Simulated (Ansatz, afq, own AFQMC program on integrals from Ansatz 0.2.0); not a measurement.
**Where AFQMC and coupled cluster stand for NH⁻, doublet**

```csv
atom,x (Å),y (Å),z (Å)
N,0.0000,0.0000,0.0000
H,0.0000,0.0000,1.1470
```

Basis 6-31++G**. Noble-gas cores (and the filled d shells of Ga–Kr and In–Xe) are frozen. AFQMC by an in-house program on the Cholesky factors that Ansatz 0.2.0 writes for its CCSD(T) run. ph-AFQMC/CISD is guided by a CISD state made of CCSD amplitudes; releasing the constraint for a short imaginary time cuts its bias at the price of noise, slowly where states lie close. ± is one standard error of the sampling.

Determinant: UHF, the one that the program's search chose, which needn't be the lowest solution. The geometry is a point of a scan.

Full CI on the same integrals is exact in this basis and with this determinant's frozen core.

Cautions: an unrestricted solution with more broken spin lies lower (236 meV, ⟨S²⟩ 1.77).

* T1 diagnostic: 0.0253
* weight of the determinant in the CISD state: 0.917
* ⟨S²⟩ of the determinant: 0.782
* size of the correlated space: 7 electrons in 24 orbitals

```json
{"level": "MP2", "correlation energy (eV)": "-4.3177"}
{"level": "CCSD", "correlation energy (eV)": "-4.7429"}
{"level": "CCSD(T)", "correlation energy (eV)": "-4.8750"}
```

Problem. Estimate where phaseless AFQMC with a CISD trial lies against CCSD(T) on the same integrals.

Solution. 1.7 ± 0.4 kJ/mol below CCSD(T).

Reference: full CI, correlation energy -4.908 eV. The released energy is read at 2.40 1/Eh (meV from the phaseless value at times in 1/Eh: -6 ± 3 at 0.24, -10.1 ± 2.3 at 0.51, -13.8 ± 2.2 at 0.99, -13.7 ± 2.0 at 1.62, -15 ± 3 at 2.40).

| level | E − E(reference) (kJ/mol) | share of correlation (%) |
| --- | --- | --- |
| CCSD(T) | 3.2 | 99.32 |
| CCSDT | 1.5 | 99.69 |
| CCSDT(Q) | -0.1 | 100.02 |
| CCSDTQ | 0.1 | 99.99 |
| ph-AFQMC/HF | 1.3 ± 2.1 | 99.72 |
| ph-AFQMC/CISD | 1.5 ± 0.4 | 99.68 |
| released AFQMC | 0.1 ± 0.3 | 99.97 |

CCSDT and higher add their correlation energy to the determinant of the CCSD(T) run, since their own runs factorise the integrals more tightly (a shift of under 2 meV). A walk keeps the symmetry of its determinant, which the program's search chose and which needn't be the lowest solution, so a lower state of the same spin and another symmetry isn't excluded. Released energies are given only where the last usable release times agree within the noise; a slower fall can still hide under it.
